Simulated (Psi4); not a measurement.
# BSiH5 (BH2(SiH3)) at DLPNO-CCSD(T0)/cc-pVDZ-DK (DKH2, density fitting, density fitting for correlation, pno convergence normal)

What is the energy difference between two shapes of BSiH5 (BH2(SiH3)) at DLPNO-CCSD(T0)/cc-pVDZ-DK (DKH2, density fitting, density fitting for correlation, pno convergence normal)? 

Program for the calculation: Psi4 1.11.

1 further run of the same task is left out (set aside as unsound or not needed).

## (1) The system as given

The species is BSiH5 (7 atoms), meant as a singlet with charge 0. As SMILES, `[H]B([H])[SiH3]`. The coordinates come from a GFN2-xTB relaxation.

Bond lengths: B1–Si4 1.956 Å, B1–H2 1.170 Å, B1–H3 1.170 Å, Si4–H5 1.472 Å, Si4–H6 1.472 Å, Si4–H7 1.474 Å. Angles: B1–Si4–H5 115.1°, B1–Si4–H6 115.2°, B1–Si4–H7 111.4°, H2–B1–Si4 121.7°, H3–B1–Si4 121.7°, H5–Si4–H6 104.4°, H5–Si4–H7 104.9°, H6–Si4–H7 104.9°, H2–B1–H3 116.6°.

## (2) The energy at DLPNO-CCSD(T0)/cc-pVDZ-DK (DKH2, density fitting, density fitting for correlation, pno convergence normal)

input.json

```json
{
  "schema_name": "qcschema_input",
  "schema_version": 1,
  "molecule": {
    "schema_name": "qcschema_molecule",
    "schema_version": 2,
    "symbols": ["B", "H", "H", "Si", "H", "H", "H"],
    "geometry": [1.1254075, 1.96259396, 0.01126277, 3.33563117, 2.03510276, 0.0517785, 0.07411506, 3.90602611, -0.09070685, -0.71371176, -1.2433831, 0.03477096, -3.23851815, -1.14462601, 1.19617774, 0.56791939, -3.33381703, 1.34750701, -1.15082431, -2.18189668, -2.55079012],
    "molecular_charge": 0,
    "molecular_multiplicity": 1,
    "fix_symmetry": "c1"
  },
  "driver": "energy",
  "model": {
    "method": "dlpno-ccsd(t0)",
    "basis": "cc-pVDZ-DK"
  },
  "keywords": {
    "scf_type": "df",
    "freeze_core": true,
    "pno_convergence": "normal",
    "relativistic": "dkh",
    "dkh_order": 2
  }
}
```

On the command line:

```
$ psi4 --qcschema input.json -n 1 --memory 1600MB
```

stdout (excerpt; [...] marks lines left out):

```text
[...]
  Running in c1 symmetry.
[...]
  Nuclear repulsion =   48.520134234401496
[...]
  Multiplicity = 1
[...]
  Nalpha       = 12
  Nbeta        = 12
[...]
    Number of basis functions: 57
[...]
   @DF-RHF iter   1:  -317.04791675778023   -7.29075e-01   2.58416e-03 DIIS/ADIIS
[...]
    Orbital Energies [Eh]
    ---------------------
    Doubly Occupied:
       1A    -68.920143     2A     -7.621069     3A     -6.137273
       4A     -4.215772     5A     -4.215497     6A     -4.215234
       7A     -0.760251     8A     -0.662777     9A     -0.519261
      10A     -0.475230    11A     -0.459603    12A     -0.431522
[...]
  @DF-RHF Final Energy:  -317.08414286322306
   => Energetics <=
    Nuclear Repulsion Energy =             48.5201342344014961
    One-Electron Energy =                -533.9412942366039942
    Two-Electron Energy =                 168.3370171389794336
    Total Energy =                       -317.0841428632230645
[...]
 Multipole Moments:
 ------------------------------------------------------------------------------------
     Multipole            Electronic (a.u.)      Nuclear  (a.u.)        Total (a.u.)
 ------------------------------------------------------------------------------------
 L = 1.  Multiply by 2.5417464519 to convert [e a0] to [Debye]
 Dipole X            :          0.5775112           -0.4196213            0.1578899
 Dipole Y            :          1.0083838           -0.7339289            0.2744549
 Dipole Z            :          0.0820230           -0.0755342            0.0064888
 Magnitude           :                                                    0.3166968
[...]
   * WARNING: This answer will likely vary from one obtained by a energy('dlpno-mp2') call
                due to lack of a semi-canonical MP2 prescreening step in DLPNO-MP2, as well
[...]
  @LCCSD iter   9:  -0.235345497620 -4.809e-07  9.573e-07  2.207e-07        0
[...]
```

The result, in JSON:

```text
{
 "driver": "energy",
 "model": {
  "method": "dlpno-ccsd(t0)",
  "basis": "cc-pVDZ-DK"
 },
 "success": true,
 "return_result": -317.324414467968,
 "properties": {
  "calcinfo_nbasis": 57,
  "calcinfo_nmo": 57,
  "calcinfo_nalpha": 12,
  "calcinfo_nbeta": 12,
  "calcinfo_natom": 7,
  "nuclear_repulsion_energy": 48.520134234401496,
  "return_energy": -317.324414467968,
  "scf_one_electron_energy": -533.941294236604,
  "scf_two_electron_energy": 168.33701713897943,
  "scf_dipole_moment": [0.15788992070467067, 0.2744549275487944, 0.0064887559629239755],
  "scf_total_energy": -317.08414286322306,
  "scf_iterations": 10,
  "mp2_correlation_energy": -0.18977837192277117,
  "mp2_total_energy": -317.27392123514585,
  "ccsd_correlation_energy": -0.23541894674335653,
  "ccsd_total_energy": -317.31956180996644,
  "ccsd_prt_pr_correlation_energy": -0.24027160474493797,
  "ccsd_prt_pr_total_energy": -317.324414467968
 }
}
```

Wall time 11 s (1 thread of Intel Xeon 6975P-C (Granite Rapids), shared host); peak memory 0.32 GiB.

## (3) The distorted shape, same level

calc.dat

```
memory 1600 mb

molecule {
  0 1
  B      0.558574     1.067025     0.022250
  H      1.684472     1.109461    -0.080348
  H      0.008803     1.998685    -0.018457
  Si    -0.410639    -0.671233     0.010403
  H     -1.778878    -0.533173     0.593363
  H      0.233176    -1.788260     0.778228
  H     -0.599383    -1.168099    -1.278728
  symmetry c1
}

set globals {
  basis           cc-pVDZ-DK
  scf_type        df
  freeze_core     true
  pno_convergence normal
  relativistic    dkh
  dkh_order       2
}

E, wfn = energy("dlpno-ccsd(t0)", return_wfn=True)
```

On the command line:

```
$ psi4 calc.dat calc.out -n 1
```

calc.out (excerpt; [...] marks lines left out):

```text
[...]
  Running in c1 symmetry.
[...]
  Nuclear repulsion =   48.643884336470009
[...]
  Multiplicity = 1
[...]
  Nalpha       = 12
  Nbeta        = 12
[...]
    Number of basis functions: 57
[...]
   @DF-RHF iter   1:  -317.03687389480910   -7.05383e-01   2.58962e-03 ADIIS/DIIS
[...]
    Orbital Energies [Eh]
    ---------------------
    Doubly Occupied:
       1A    -68.917471     2A     -7.610057     3A     -6.134796
       4A     -4.213719     5A     -4.212799     6A     -4.212519
       7A     -0.761951     8A     -0.673963     9A     -0.530769
      10A     -0.482440    11A     -0.457095    12A     -0.423328
[...]
  @DF-RHF Final Energy:  -317.07242812809312
   => Energetics <=
    Nuclear Repulsion Energy =             48.6438843364700091
    One-Electron Energy =                -534.1708106436650496
    Two-Electron Energy =                 168.4544981791019040
    Total Energy =                       -317.0724281280931223
[...]
 Multipole Moments:
 ------------------------------------------------------------------------------------
     Multipole            Electronic (a.u.)      Nuclear  (a.u.)        Total (a.u.)
 ------------------------------------------------------------------------------------
 L = 1.  Multiply by 2.5417464519 to convert [e a0] to [Debye]
 Dipole X            :          0.6585545           -0.4709309            0.1876236
 Dipole Y            :          1.0587381           -0.7571215            0.3016166
 Dipole Z            :          0.0332536           -0.0717741           -0.0385205
 Magnitude           :                                                    0.3572940
[...]
   * WARNING: This answer will likely vary from one obtained by a energy('dlpno-mp2') call
                due to lack of a semi-canonical MP2 prescreening step in DLPNO-MP2, as well
[...]
  @LCCSD iter   9:  -0.234052921272 -4.149e-07  7.746e-07  1.855e-07        1
[...]
```

Wall time 11 s (1 thread of Intel Xeon 6975P-C (Granite Rapids), shared host); peak memory 0.32 GiB.

## (4) Results

Level: DLPNO-CCSD(T0)/cc-pVDZ-DK (DKH2, density fitting, density fitting for correlation, pno convergence normal), 6 core orbitals frozen.

```
                                                    quantity          value
                                   first shape: total energy  -317.32441 Eh
            first shape: HOMO energy (Hartree–Fock orbitals)      -11.74 eV
            first shape: LUMO energy (Hartree–Fock orbitals)        1.17 eV
          first shape: HOMO–LUMO gap (Hartree–Fock orbitals)       12.91 eV
    first shape: correlation energy (6 core orbitals frozen)     -240.3 mEh
                                 first shape: (T) correction      -4.85 mEh
                                  first shape: T1 diagnostic          0.012
                               distorted shape: total energy  -317.31126 Eh
        distorted shape: HOMO energy (Hartree–Fock orbitals)      -11.52 eV
        distorted shape: LUMO energy (Hartree–Fock orbitals)        1.25 eV
      distorted shape: HOMO–LUMO gap (Hartree–Fock orbitals)       12.77 eV
distorted shape: correlation energy (6 core orbitals frozen)     -238.8 mEh
                             distorted shape: (T) correction      -4.71 mEh
                              distorted shape: T1 diagnostic          0.011
                      energy change with the atoms displaced       0.358 eV
```

In words: With the atoms displaced the energy rises by 0.36 eV (34.5 kJ/mol). The first shape isn't relaxed at this level, so the change isn't measured from a minimum. The triples (first shape) make up 2.0 % of the correlation energy. The triples (distorted shape) make up 2.0 % of the correlation energy.
